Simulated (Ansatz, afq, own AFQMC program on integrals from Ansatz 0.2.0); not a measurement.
AlGeH, triplet in cc-pVDZ, levels against CCSDT(Q)

```csv
atom,x (Å),y (Å),z (Å)
Ge,0.0000,0.0000,0.2531
Al,0.0000,0.0000,-2.1956
H,0.0000,0.0000,1.9426
```

Connectivity, by distances: GeH–Al.

Basis cc-pVDZ. Only valence electrons are correlated. Integrals, coupled cluster, full CI and functionals: Ansatz 0.2.0; the random walks run on the same integrals in our own AFQMC program. The CISD trial takes its coefficients from CCSD amplitudes. Released means that phaseless walkers are propagated on without the constraint, phases kept. ± is one standard error of the sampling. No spin–orbit coupling.

Determinant: UHF, the one that the program's search chose, which needn't be the lowest solution. The geometry is a point of a scan.

No full CI on the walks' own integrals is used here; CCSDT(Q) serves as the reference and is uncertain by about the last step of the cluster series.

Cautions: no relativity below Rb; no spin-orbit coupling; inner d shell frozen; lower spins were not checked.

* T1 diagnostic: 0.0293
* weight of the determinant in the CISD state: 0.860
* ⟨S²⟩ of the determinant: 2.047
* size of the correlated space: 8 electrons in 31 orbitals

Reference: CCSDT(Q), correlation energy -4.050 eV. The released energy is read at 2.40 1/Eh (meV from the phaseless value at times in 1/Eh: -1 ± 12 at 0.24, 2 ± 10 at 0.51, -8 ± 9 at 0.99, -32 ± 11 at 1.62, -12 ± 10 at 2.40).

```csv
level,E − E(reference) (meV),share of correlation (%)
HF,4050.1,0.00
MP2,1102.4,72.78
CCSD,198.7,95.09
CCSD(T),51.3,98.73
CCSDT,9.5,99.77
ph-AFQMC/HF,-39.0 ± 46.9,100.96
ph-AFQMC/CISD,27.6 ± 8.9,99.32
released AFQMC,15.6 ± 9.9,99.62
```

A walk keeps the symmetry of its determinant, which the program's search chose and which needn't be the lowest solution, so a lower state of the same spin and another symmetry isn't excluded. Released energies are given only where the last usable release times agree within the noise; a slower fall can still hide under it.
